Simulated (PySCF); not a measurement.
Isomerisation enthalpies of C2H7N

**Experimental background.**

From CRC Handbook of Chemistry and Physics, for the gas at 298.15 K: enthalpy of formation of `CCN` (ethylamine) -47.5 kJ/mol; enthalpy of formation of `CNC` -18.8 kJ/mol.

The runs below try to reproduce these values; the comparison stands at the end.

Differences of these values give the isomerisation enthalpies. Geometries: PBE0-D3(BJ)/def2-TZVP; runs in PySCF, gas phase, with a dispersion term only where the level names one. Total electronic energies (Eh):

```tsv
SMILES	PBE0-D3(BJ)/def2-TZVP	B97-2/pcSseg-2	KT3/pcSseg-2	PBE0/pcSseg-2	CAM-B3LYP/aug-cc-pVTZ	PBE0/aug-cc-pVTZ
CCN	-135.06318	-135.18035	-137.32863	-135.06233	-135.15291	-135.05986
CNC	-135.05115	-135.16793	-137.31613	-135.04976	-135.14100	-135.04726
```

Geometry of `CCN` (Å):
```
atom  x, y, z in Å
C1    -1.0620   -0.0843   -0.0771
C2     0.3185    0.5516   -0.1409
N3     1.4293   -0.3122    0.2232
H4    -1.8440    0.6271   -0.3581
H5    -1.2808   -0.4404    0.9339
H6    -1.1295   -0.9409   -0.7541
H7     0.3493    1.4287    0.5132
H8     0.5044    0.9265   -1.1523
H9     1.4545   -1.1257   -0.3805
H10    1.3099   -0.6585    1.1680
```

Geometry of `CNC` (Å):
```
atom  x, y, z in Å
C1    -1.1942   -0.0344   -0.1464
N2     0.0596    0.6814   -0.1868
C3     1.2001   -0.1762    0.0363
H4    -1.2371   -0.7411   -0.9804
H5    -2.0261    0.6630   -0.2624
H6    -1.3522   -0.6110    0.7816
H7     0.0514    1.4271    0.4961
H8     1.2846   -0.8909   -0.7878
H9     1.1473   -0.7591    0.9721
H10    2.1162    0.4174    0.0528
```

Zero-point and thermal terms are left out, so the computed numbers are electronic energies.

**Comparison with experiment**

Relative to `CCN`, the lowest by measurement, in kJ/mol (measured: enthalpies at 298.15 K; computed: electronic energies):

| SMILES | measured | PBE0-D3(BJ)/def2-TZVP | B97-2/pcSseg-2 | KT3/pcSseg-2 | PBE0/pcSseg-2 | CAM-B3LYP/aug-cc-pVTZ | PBE0/aug-cc-pVTZ |
| --- | --- | --- | --- | --- | --- | --- | --- |
| CCN | 0.0 | 0.0 | 0.0 | 0.0 | 0.0 | 0.0 | 0.0 |
| CNC | 28.7 | 31.6 | 32.6 | 32.8 | 33.0 | 31.3 | 33.1 |

Measured values: -47.5 kJ/mol (298.15 K; CRC Handbook of Chemistry and Physics) for the first row; the others come from the same table. Unsigned miss: CAM-B3LYP/aug-cc-pVTZ 2.6, PBE0-D3(BJ)/def2-TZVP 2.9, B97-2/pcSseg-2 3.9, KT3/pcSseg-2 4.1, PBE0/pcSseg-2 4.3, PBE0/aug-cc-pVTZ 4.4 kJ/mol. One conformer stands for `CCN`, not necessarily the lowest, while the measurement averages over conformers. Where a level misses, the cause wasn't examined.
